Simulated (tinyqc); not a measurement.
Coupled-perturbed Hartree-Fock on RHF in the sto-3g basis, for HF, spin multiplicity 1, step by step. One step of it, computed by the program tinyqc.

Problem. Integrals over molecular orbitals. (pq|rs) = sum C_ip C_jq C_kr C_ls (ij|kl), one index at a time.

coefficients C:
```
              MO1        MO2        MO3       MO4        MO5        MO6
1F 1s    0.994696  -0.249111   0.082705  0.000000   0.000000   0.085115
1F 2s    0.022661   0.935675  -0.435905  0.000000   0.000000  -0.561863
1F 2px   0.000000   0.000000   0.000000  0.501706   0.865038   0.000000
1F 2py   0.000000   0.000000   0.000000  0.865038  -0.501706   0.000000
1F 2pz   0.002975   0.090520   0.702370  0.000000   0.000000  -0.825147
2H 1s   -0.005808   0.158859   0.520695  0.000000   0.000000   1.092304
```

core Hamiltonian H = T + V (hartree):
```
             1F 1s       1F 2s     1F 2px     1F 2py     1F 2pz      2H 1s
1F 1s   -40.603339   -9.527304   0.000000   0.000000  -0.015123  -2.005567
1F 2s    -9.527304  -11.076957   0.000000   0.000000  -0.180711  -4.109494
1F 2px    0.000000    0.000000  -8.734829   0.000000   0.000000   0.000000
1F 2py    0.000000    0.000000   0.000000  -8.734829   0.000000   0.000000
1F 2pz   -0.015123   -0.180711   0.000000   0.000000  -8.852545  -2.654358
2H 1s    -2.005567   -4.109494   0.000000   0.000000  -2.654358  -5.448294
```

Two-electron integrals (ij|kl) in chemists' order, unique and non-zero (hartree):
```
(11|11) 5.403501   (21|11) 0.841920   (21|21) 0.156299   (22|11) 1.268028
(22|21) 0.292344   (22|22) 0.926167   (31|31) 0.027998   (32|31) 0.043169
(32|32) 0.204588   (33|11) 1.264502   (33|21) 0.292403   (33|22) 0.925959
(33|33) 0.997514   (41|41) 0.027998   (42|41) 0.043169   (42|42) 0.204588
(43|43) 0.053770   (44|11) 1.264502   (44|21) 0.292403   (44|22) 0.925959
(44|33) 0.889973   (44|44) 0.997514   (51|51) 0.027998   (52|51) 0.043169
(52|52) 0.204588   (53|53) 0.053770   (54|54) 0.053770   (55|11) 1.264502
(55|21) 0.292403   (55|22) 0.925959   (55|33) 0.889973   (55|44) 0.889973
(55|55) 0.997514   (61|11) 0.178879   (61|21) 0.032902   (61|22) 0.061062
(61|33) 0.060972   (61|44) 0.060972   (61|51) 0.001339   (61|52) 0.002498
(61|55) 0.061249   (61|61) 0.006997   (62|11) 0.425256   (62|21) 0.099241
(62|22) 0.347598   (62|33) 0.342714   (62|44) 0.342714   (62|51) 0.006706
(62|52) 0.051019   (62|55) 0.357037   (62|61) 0.021151   (62|62) 0.156699
(63|31) 0.010720   (63|32) 0.062260   (63|53) 0.010898   (63|63) 0.023974
(64|41) 0.010720   (64|42) 0.062260   (64|54) 0.010898   (64|64) 0.023974
(65|11) 0.277098   (65|21) 0.065536   (65|22) 0.245863   (65|33) 0.235135
(65|44) 0.235135   (65|51) 0.014623   (65|52) 0.096856   (65|55) 0.267045
(65|61) 0.014593   (65|62) 0.135818   (65|65) 0.140891   (66|11) 0.552804
(66|21) 0.131128   (66|22) 0.527344   (66|33) 0.508775   (66|44) 0.508775
(66|51) 0.011888   (66|52) 0.124780   (66|55) 0.563858   (66|61) 0.028167
(66|62) 0.295251   (66|65) 0.297234   (66|66) 0.774606
```

Give: one-electron integrals over orbitals h = C^T H C; Two-electron integrals over orbitals.

Solution.

one-electron integrals over orbitals h = C^T H C (hartree):
```
         1       2       3       4       5       6
1  -40.585   0.701  -0.223   0.000   0.000  -0.232
2    0.701  -9.155   0.555   0.000   0.000   1.224
3   -0.223   0.555  -7.680   0.000   0.000   1.829
4    0.000   0.000   0.000  -8.735   0.000   0.000
5    0.000   0.000   0.000   0.000  -8.735   0.000
6   -0.232   1.224   1.829   0.000   0.000  -6.117
```

Two-electron integrals over orbitals (pq|rs), unique and non-zero (hartree):
```
(11|11) 5.362       (21|11) -0.503      (21|21) 0.075       (22|11) 1.197
(22|21) -0.019      (22|22) 0.857       (31|11) 0.167       (31|21) -0.023
(31|22) 0.014       (31|31) 0.024       (32|11) -0.145      (32|21) 0.009
(32|22) -0.015      (32|31) 0.021       (32|32) 0.158       (33|11) 1.016
(33|21) -0.012      (33|22) 0.759       (33|31) -0.006      (33|32) -0.053
(33|33) 0.778       (41|41) 0.030       (42|41) 0.039       (42|42) 0.180
(43|41) -0.012      (43|42) -0.044      (43|43) 0.050       (44|11) 1.264
(44|21) -0.014      (44|22) 0.877       (44|31) 4.83e-03    (44|32) -0.077
(44|33) 0.762       (44|44) 0.998       (51|51) 0.030       (52|51) 0.039
(52|52) 0.180       (53|51) -0.012      (53|52) -0.044      (53|53) 0.050
(54|54) 0.054       (55|11) 1.264       (55|21) -0.014      (55|22) 0.877
(55|31) 4.83e-03    (55|32) -0.077      (55|33) 0.762       (55|44) 0.890
(55|55) 0.998       (61|11) 0.173       (61|21) -0.028      (61|22) -2.08e-04
(61|31) -0.008      (61|32) -0.025      (61|33) 0.013       (61|44) 4.71e-03
(61|55) 4.71e-03    (61|61) 0.027       (62|11) -0.253      (62|21) 0.005
(62|22) -0.133      (62|31) -0.020      (62|32) -0.042      (62|33) -0.041
(62|44) -0.131      (62|55) -0.131      (62|61) 0.015       (62|62) 0.098
(63|11) -0.349      (63|21) 0.006       (63|22) -0.158      (63|31) 2.33e-03
(63|32) 0.094       (63|33) -0.127      (63|44) -0.191      (63|55) -0.191
(63|61) -0.007      (63|62) 0.058       (63|63) 0.171       (64|41) -0.011
(64|42) -0.044      (64|43) -0.014      (64|64) 0.032       (65|51) -0.011
(65|52) -0.044      (65|53) -0.014      (65|65) 0.032       (66|11) 0.891
(66|21) -0.009      (66|22) 0.686       (66|31) 0.017       (66|32) 0.073
(66|33) 0.670       (66|44) 0.653       (66|55) 0.653       (66|61) -0.010
(66|62) -0.068      (66|63) -0.013      (66|66) 0.716
```
